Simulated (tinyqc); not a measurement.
Ways to converge the cycle: SCF convergence aids in the sto-3g basis, for H2O, spin multiplicity 1. Computed by the program tinyqc with PySCF. 

Geometry (angstrom):
```
atom       x        y       z
O     0.0000   0.0000  0.0000
H     0.0000   0.9160  0.7450
H     0.0000  -0.9160  0.7450
```

lowest restricted solution found by these runs and by PySCF = -74.906907 hartree

RHF with one setting changed at a time; a run stops when the energy changes by less than 1e-09 hartree and the error matrix is below 1e-5. The start is the core Hamiltonian. Damping d keeps d of the old density; a shift (hartree) raises the virtual levels; DIIS n extrapolates F over n matrices.

Largest element of the error matrix X^T (FDS - SDF) X:
```
iteration    plain  damping 0.3  damping 0.6  shift 0.4   DIIS 3   DIIS 8
1          4.8e-01      4.8e-01      4.8e-01    4.8e-01  4.8e-01  4.8e-01
2          3.5e-01      1.4e-01      2.8e-01    1.9e-01  3.5e-01  3.5e-01
3          1.3e-01      7.3e-02      1.7e-01    2.0e-02  6.3e-02  6.3e-02
4          3.5e-02      3.8e-02      1.1e-01    3.7e-03  1.5e-02  1.5e-02
5          1.3e-02      2.2e-02      7.6e-02    1.1e-03  4.1e-03  3.6e-03
6          4.6e-03      1.3e-02      5.2e-02    4.2e-04  1.3e-03  6.3e-04
8          9.1e-04      4.2e-03      2.5e-02    9.0e-05  1.3e-05  8.4e-08
10         2.2e-04      1.5e-03      1.3e-02    3.2e-05        -        -
14         1.5e-05      2.8e-04      4.3e-03          -        -        -
20               -      2.3e-05      8.9e-04          -        -        -
30               -            -      9.3e-05          -        -        -
```

How each run ends:
```
run          iterations  E (hartree)         state
plain                15    -74.90691  lowest found
damping 0.3          23    -74.90691  lowest found
damping 0.6          43    -74.90691  lowest found
shift 0.4            13    -74.90691  lowest found
DIIS 3                9    -74.90691  lowest found
DIIS 8                8    -74.90691  lowest found
```

6 of 6 runs reach the lowest restricted solution found, in 8 to 43 iterations (fastest: DIIS 8). Plain steps already contract here, so damping only slows them. DIIS 3 and DIIS 8 gain by cancelling the error over several earlier matrices, much as a quasi-Newton step does.
